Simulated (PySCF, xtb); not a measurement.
Two structures of HOSi2−

Structure a is a triplet given by its coordinates and structure b is a triplet given by its coordinates. Both are isolated ions in the gas phase, relaxed with PBE0-D4/def2-SVPD.

a (Å):

```yaml
atoms:
  - { symbol: O, position_ang: [-1.5656, 1.1914, 0.8247] }
  - { symbol: Si, position_ang: [-0.0133, 1.0230, 0.6268] }
  - { symbol: Si, position_ang: [1.0096, -1.0795, 0.1051] }
  - { symbol: H, position_ang: [2.4066, -0.4167, 0.0864] }
```

Close contacts (Å): O1–Si2 1.57, Si2–Si3 2.40, Si3–H4 1.55.

b (Å):

```xyz
4

O    -3.7382   -1.9122   -0.7048
Si   -3.2019   -1.0714    0.5141
Si   -2.8061   -1.5434    2.7378
H    -2.8778    0.3757    0.1118
```

Close contacts (Å): O1–Si2 1.57, Si2–Si3 2.31, Si2–H4 1.54.

**Question.** Estimate E(b) − E(a) at the level CCSD(T)/def2-SVPD + ΔMP2/def2-TZVPPD.

**Answer.** Too close to call at this level: CCSD(T)/def2-SVPD + ΔMP2/def2-TZVPPD gives E(b) − E(a) = +1.26 kJ/mol.

How the difference moves with the method:

```csv
level,geometry,E(b) − E(a) (kJ/mol),departure from the last row (kJ/mol),"job, with rough time for the two"
PBE0-D4/def2-SVPD,PBE0-D4/def2-SVPD,+2.25,+0.99,"optimisation, 70 s"
HF/def2-SVPD,PBE0-D4/def2-SVPD,−26.47,−27.73,part of the CCSD(T) run
MP2/def2-SVPD,PBE0-D4/def2-SVPD,−3.45,−4.71,part of the CCSD(T) run
CCSD(T)/def2-SVPD,PBE0-D4/def2-SVPD,+3.36,+2.10,single point
CCSD(T)/def2-SVPD + ΔMP2/def2-TZVPPD,PBE0-D4/def2-SVPD,+1.26,,"single point, 77 s"
```

The largest departure from CCSD(T)/def2-SVPD + ΔMP2/def2-TZVPPD is that of HF/def2-SVPD, 27.73 kJ/mol. Levels run at GFN2-xTB geometries aren't shown. The last row adds to CCSD(T) the change of the MP2 difference between the two basis sets, here −2.10 kJ/mol. The triplet state of a needn't be its ground state. The triplet state of b needn't be its ground state.

With thermal terms from frequencies at re-optimised GFN2-xTB minima (ideal gas, soft modes damped towards free rotors, one conformer each, 298.15 K, 1 atm): on the last row, ΔE + ΔZPE = +6.02, ΔH = +5.19, ΔG = +6.66 kJ/mol.

Open shells are spin-unrestricted. The correlated steps freeze 11 core orbitals. Programs: PySCF 2.14.0, xtb 6.7.1; the last row on 2 threads of Intel(R) Xeon(R) 6975P-C (Granite Rapids) on a shared host.
